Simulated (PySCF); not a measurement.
# Building multiplets from coupling constants

Atom-mapped SMILES (the numbers label the heavy atoms): `[O:1]=[C:2]([OH:3])[CH:4]1[CH2:5][CH2:6]1` (H(Xn): hydrogen on atom n). Ha(C5), Ha(C6) are cis to C2 on the ring; Hb(C5), Hb(C6) are trans to C2 on the ring.

How the numbers were obtained: coordinates at the PBE0-D3(BJ)/def2-SVP level, PBE0/pcSseg-1 with gauge-including orbitals, J couplings at B3LYP/pcJ-1 (without the spin–dipole term), in PySCF 2.14 (one averaged value for each set of equivalent atoms, single conformer, non-relativistic Hamiltonian, gas phase).

References, each an isolated molecule treated in the same way: 1H, 13C vs TMS.

Spectrometer: 400 MHz for 1H. First-order analysis; couplings under 1 Hz (under 4 Hz in carbon signals) are ignored, and nearly equal couplings are merged; the smaller ones broaden or split the lines further.

(1) What pattern does H(C4) show (1H)?

(2) What pattern does C4 show in the proton-coupled 13C spectrum?

Answers

(1) A triplet of triplets at δ 1.36: 9.5 Hz to Hb(C5)/Hb(C6) (2 × 1H, 3 bonds away), 5.5 Hz to Ha(C5)/Ha(C6) (2 × 1H, 3 bonds away). Lines in Hz from the centre (relative intensity): +15.0 (1), +9.5 (2), +5.5 (2), +4.0 (1), +0.0 (4), -4.0 (1), -5.5 (2), -9.5 (2), -15.0 (1). The outer lines are 30.0 Hz apart, the sum of the couplings kept, or 0.075 ppm at this field.

(2) A doublet at δ 14.7: 176.8 Hz to H(C4) (1 × 1H, 1 bond away). Lines in Hz from the centre (relative intensity): +88.4 (1), -88.4 (1). The outer lines are 176.8 Hz apart, the sum of the couplings kept, or 1.758 ppm at this field.

Exchangeable OH/NH protons stand at their gas-phase positions; hydrogen bonding in a real sample shifts them, mostly to higher δ. Unscaled 3J(H,H) at this level run about 10 % above measured values.
